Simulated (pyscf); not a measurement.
# Four-centre exchange: HO–Si(Cl)(Cl)–Cl + ammonia (NH₃) → H₂N–Si(OH)(Cl)–Cl + hydrogen chloride (HCl)

Gas phase, singlet surface, charge 0. Bonds broken: Si2–Cl3, N7–H8. Bonds formed: Si2–N7, Cl3–H8. PySCF, gas phase, ωB97X-D3(BJ)/def2-SVP geometries.

Transition state (Å):

```xyz
10

O     -0.6869     0.9512     0.2811
Si    -1.4629    -0.2722    -0.5290
Cl    -1.9667    -2.4532    -2.3510
Cl    -2.9822     0.6066    -1.5462
Cl    -1.9442    -1.6553     0.8747
H     -1.1894     1.4349     0.9458
N     -0.0167    -0.7170    -1.5638
H     -0.5116    -1.5658    -2.1453
H      0.2833     0.0612    -2.1575
H      0.7794    -1.0232    -0.9976
```

One imaginary mode, 277i cm⁻¹; descent along it reached the two sides named, in the forms told below.

```json
[
 {"bond": "Si2–Cl3", "change": "breaks", "reactant side (Å)": "2.159", "saddle": "2.9", "product side": "3.9"},
 {"bond": "N7–H8", "change": "breaks", "reactant side (Å)": "1.022", "saddle": "1.142", "product side": "1.936"},
 {"bond": "Si2–N7", "change": "forms", "reactant side (Å)": "2.002", "saddle": "1.833", "product side": "1.722"},
 {"bond": "Cl3–H8", "change": "forms", "reactant side (Å)": "2.467", "saddle": "1.717", "product side": "1.305"}
]
```

Electronic energies relative to the separated reactants (kcal/mol):

| level | barrier | reaction energy | reverse barrier |
|---|---|---|---|
| ωB97X-D3(BJ)/def2-TZVP | 16.9 | +7.1 | 9.8 |
| PBE/def2-TZVP | 15.3 | +6.9 | 8.3 |
| r²SCAN/def2-TZVP | 15.1 | +6.4 | 8.7 |
| B3LYP-D3(BJ)/def2-TZVP | 15.4 | +5.8 | 9.6 |
| PBE0-D3(BJ)/def2-TZVP | 14.2 | +6.4 | 7.8 |
| M06-2X/def2-TZVP | 16.0 | +4.7 | 11.3 |
| ωB97M-D3(BJ)/def2-TZVP | 16.5 | +5.4 | 11.0 |
| HF/def2-TZVP | 29.1 | +4.4 | 24.7 |

With ωB97M-D3(BJ)/def2-TZVP energies and thermal terms (ideal gas, 1 atm, RRHO with modes under 100 cm⁻¹ raised to 100, one conformer, R ln 2 for rigid chiral ones), in kcal/mol:

| T (K) | ΔH‡ | ΔG‡ | ΔH | ΔG |
|---|---|---|---|---|
| 298 | 15.9 | 27.1 | +3.7 | +4.2 |
| 600 | 15.9 | 38.5 | +4.3 | +4.5 |
| 900 | 16.5 | 49.7 | +4.9 | +4.4 |
| 1200 | 17.2 | 60.6 | +5.4 | +4.2 |

On the reactant side the descent ends in an adduct with a N–Si contact (not fully relaxed), 3.8 kcal/mol over the separated species and 13.2 kcal/mol under the saddle at ωB97X-D3(BJ)/def2-TZVP. On the product side the descent ends in a complex, 5.7 kcal/mol under the separated species and 15.5 kcal/mol under the saddle at ωB97X-D3(BJ)/def2-TZVP. What is counted as formed (N–Si) is already present as a longer contact in the reactant adduct; forming that adduct is a step of its own. This is the saddle that the search found; another between the same sides may lie lower.
